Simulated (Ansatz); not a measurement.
# Barium, bcc: convergence with the k-point mesh

Computed with Ansatz, PBE, scalar-relativistic PAW, on the relaxed cell (a = 5.025 Å; spin not included). Errors count from a run at 420 eV on a Γ-centred 15×15×15 mesh with Fermi-Dirac smearing of 0.1 eV, extrapolated to zero width. Fixed here: cutoff 420 eV, Fermi-Dirac width 0.1 eV. The SCF starts from atomic densities corrected by a trained network.

| k-mesh | E(σ→0) error (meV/atom) | P (GPa) | SCF iterations |
| --- | --- | --- | --- |
| 2×2×2 | -622.5 | -4.17 | 6 |
| 2×2×2 | -622.5 | -4.17 | 6 |
| 3×3×3 | 89.4 | -0.50 | 6 |
| 4×4×4 | 4.7 | 0.25 | 6 |
| 6×6×6 | 5.8 | 0.03 | 6 |
| 7×7×7 | 2.8 | 0.01 | 6 |
| 10×10×10 | 0.6 | -0.01 | 6 |

Task: What does the run at 13×13×13 give (k-mesh)?

Result: E(σ→0) error (meV/atom): 0.1; P (GPa): 0.00; SCF iterations: 6.

Within 5 meV/atom of the last row: from 7×7×7 on.
